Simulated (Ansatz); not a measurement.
The cluster Si3H6⁻, relaxed as a doublet with UKS PBE0-D4/def2-TZVPD in Ansatz, starting from the GFN1-xTB geometry. Force threshold 0.02 eV/Å.

The structure comes from a short search, and lower isomers may exist.

Start:

```xyz
9

Si    0.473   -0.779    1.432
Si   -0.269    1.547   -1.646
Si   -0.379   -0.498   -0.671
H    -1.193    2.402   -0.905
H    -0.430   -0.296    2.473
H     0.513   -1.344   -1.474
H     1.759   -0.268    1.911
H    -1.067    1.436   -2.867
H     0.593   -2.202    1.748
```

| step | energy (eV) | largest force component (eV/Å) | SCF passes |
| --- | --- | --- | --- |
| 1 | -23720.9197 | 0.941 | 18 |
| 2 | -23721.0789 | 0.452 | 22 |
| 3 | -23721.1091 | 0.102 | 21 |
| 4 | -23721.1328 | 0.219 | 22 |
| 5 | -23721.1429 | 0.247 | 22 |
| 6 | -23721.1481 | 0.137 | 24 |
| 7 | -23721.1516 | 0.037 | 21 |
| 8 | -23721.1529 | 0.056 | 23 |
| 9 | -23721.1536 | 0.049 | 21 |
| 10 | -23721.1541 | 0.053 | 21 |
| 11 | -23721.1545 | 0.048 | 22 |
| 12 | -23721.1547 | 0.026 | 22 |
| 13 | -23721.1548 | 0.019 | 22 |

Force components are those of the run's own axes.

End:

```xyz
9

Si    0.4254   -0.7675    1.3378
Si   -0.3387    1.4391   -1.3551
Si   -0.5117   -0.8058   -0.8098
H    -1.4255    2.2042   -0.6292
H    -0.3731    0.0795    2.2881
H     0.6806   -1.4036   -1.5443
H     1.8404   -0.2892    1.5188
H    -0.7333    1.6668   -2.8022
H     0.4359   -2.1235    1.9958
```

By distances, no bond broke or formed. The bond that changes most is Si1–Si3, from 2.29 to 2.34 Å (atoms count from 1).

No frequencies were taken in this run, so the end may be a saddle point.

Run time 43 s (4 threads of Arm Neoverse V1 on a shared host).
